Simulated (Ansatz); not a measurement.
```yaml
crystal:
  periodic: [false, false, false]
  atoms:
    - {symbol: C, position_ang: [-1.198631, -0.041172, 0.486465]}
    - {symbol: C, position_ang: [-0.053963, 0.241035, -0.456830]}
    - {symbol: C, position_ang: [1.279838, -0.254283, 0.048487]}
    - {symbol: Cl, position_ang: [-0.399879, -0.541456, -2.033583]}
    - {symbol: Cl, position_ang: [0.051481, 2.012112, -0.721918]}
    - {symbol: H, position_ang: [-1.008012, 0.445056, 1.445106]}
    - {symbol: H, position_ang: [-1.284347, -1.118289, 0.642081]}
    - {symbol: H, position_ang: [-2.135977, 0.334047, 0.078534]}
    - {symbol: H, position_ang: [1.510120, 0.228539, 1.000116]}
    - {symbol: H, position_ang: [2.070788, -0.027679, -0.664859]}
    - {symbol: H, position_ang: [1.233781, -1.334810, 0.197102]}
basis:
  gaussian: {orbitals: cc-pVTZ, final_grid: {core_spheres: 20, valence_spheres: 16, degree: 47}}
hamiltonian: {xc: {name: HF}}
correlation: {method: rpa}
accuracy: high
```

```sh
$ ansatz run in.yaml --threads 4 --pin off --events-out ev --progress --plain --max-ram 10444MiB
```

It prints (some lines left out):

```
Functional definition: HF
4331 factors; integrals over basis functions are off by at most 3.6e-9 eV
mean field evaluation 1: about -28192.6119 eV, gradient 3.2e1 eV
mean field evaluation 2: about -28192.9395 eV, gradient 3.2e1 eV
mean field evaluation 4: about -28195.8594 eV, gradient 3.9e0 eV
mean field evaluation 8: about -28195.9193 eV, gradient 2.8e-1 eV
mean field evaluation 16: about -28195.9197 eV, gradient 2.7e-8 eV
mean field -28195.91966285 eV, -1036.1809357289 hartree, gradient 2.7e-8 eV, S^2 0.000000; 0 other end points of the search recorded, 0 dependent functions left out
13 core orbitals not correlated: weight in the atoms' cores, before any rotation towards them, 1.000 or more for the frozen orbitals, at most 0.000 for the correlated occupied ones
reference -28195.91966285 eV, -1036.1809357289 hartree; 16, 16 occupied and 213, 213 virtual orbitals, 4331 factors
Total energy: -28225.52727508 eV, -1037.2689954095 hartree
```

Run time 25 s (4 threads of an Arm Neoverse V1 on a shared host); peak host memory 1.9 GiB.
